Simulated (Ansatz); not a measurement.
## AsH3, singlet: the ladder up to RCCSDT(Q)

Geometry: a PBE0/def2-TZVP stationary point for this spin, not checked as a minimum.

| atom | x (Å) | y (Å) | z (Å) |
| --- | --- | --- | --- |
| As | 0.0002 | 0.0000 | -0.0329 |
| H | 1.2593 | 0.0140 | 0.8215 |
| H | -0.6489 | 1.0868 | 0.8116 |
| H | -0.6239 | -1.1021 | 0.8106 |

Basis cc-pVTZ; Ansatz 0.2.0. Correlated methods freeze the noble-gas cores and the filled d shells of p-block atoms, which leaves 8 electrons in 71 orbitals. Prefix R: restricted or restricted open-shell reference. Active spaces: valence = (8e, 7o) chosen from the atoms' valence shells. No spin–orbit coupling is included, and no scalar relativity.

Full CI isn't at hand for all of this; RCCSDT(Q) serves as the reference, and is uncertain by the last step of the cluster series or more.

- UHF ⟨S²⟩: 0.000
- T1 diagnostic (RCCSD): 0.0123
- largest doubles amplitude (RCCSD): 0.043

```csv
level,E − E(RCCSDT(Q)) (mEh),share of correlation (%),wall time
RHF,190.62,0.00,–
RMP2,33.83,82.25,–
RCCSD,6.72,96.47,–
RCCSD(T),0.97,99.49,1.4 s
BCCD(T),0.95,99.50,1.7 s
RCCSDT,0.21,99.89,–
CASSCF (valence space),139.21,26.97,–
NEVPT2 (valence space),33.21,82.58,4.5 s
```

The correlation energy at RCCSDT(Q), counted from RHF, is -5.187 eV. That run took 33 s on 1 thread of Arm Neoverse V1, shared host.

Times hold each run's SCF and search for its determinant on a shared host, so for small cases they say little of a method's own cost; they ran on 1 thread of Arm Neoverse V1.

Natural occupations of CASSCF (valence space) about the gap: 1.995 1.977 1.969 1.969 0.034 0.034 0.024; effectively unpaired electrons, Σ n²(2−n)², 0.02.

Atomization energy (electronic, same basis, no zero-point term; atoms at the same level, unrestricted beside the R rows where the molecule is a closed shell, but restricted open-shell past Ca, as are all atoms' steps beyond CCSDT(Q)) at RCCSDT(Q): 889.7 kJ/mol. Errors of other levels:

```json
{"level": "RHF", "error (kJ/mol)": "-264.9"}
{"level": "RMP2", "error (kJ/mol)": "-42.2"}
{"level": "RCCSD", "error (kJ/mol)": "-8.4"}
{"level": "RCCSD(T)", "error (kJ/mol)": "-0.8"}
{"level": "BCCD(T)", "error (kJ/mol)": "-0.8"}
{"level": "RCCSDT", "error (kJ/mol)": "-0.4"}
{"level": "CASSCF (valence space)", "error (kJ/mol)": "-130.0"}
{"level": "NEVPT2 (valence space)", "error (kJ/mol)": "-39.2"}
```

This basis is far from its limit, so the value isn't to be set against a measured one.
